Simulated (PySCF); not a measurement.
Reaction (SMILES): CCO + H+ → CC[OH2+]
B3LYP-D3(BJ)/def2-TZVP geometries, fixed; electronic energies without zero-point terms; positive where energy is released.

Effect of the SCF energy threshold at B3LYP/def2-TZVP with PySCF, against the last row, where the proton affinity is 192.81 kcal/mol. Species with rotatable bonds are taken in one conformer.

```
setting          SCF cycles, largest species  largest shift of a total energy (mEh)  shift of the proton affinity (kcal/mol)
---------------  ---------------------------  -------------------------------------  ---------------------------------------
conv_tol: 1e-4                             6                                  0.000                                    0.000
conv_tol: 1e-5                             6                                  0.000                                    0.000
conv_tol: 1e-6                             7                                  0.000                                    0.000
conv_tol: 1e-7                             8                                  0.000                                    0.000
conv_tol: 1e-11                           11                                  0.000                                    0.000
```

Within 0.02 kcal/mol in the proton affinity: conv_tol: 1e-4; conv_tol: 1e-5; conv_tol: 1e-6; conv_tol: 1e-7. The largest shift is 0.000 mEh in a total energy and 0.000 kcal/mol in the difference.
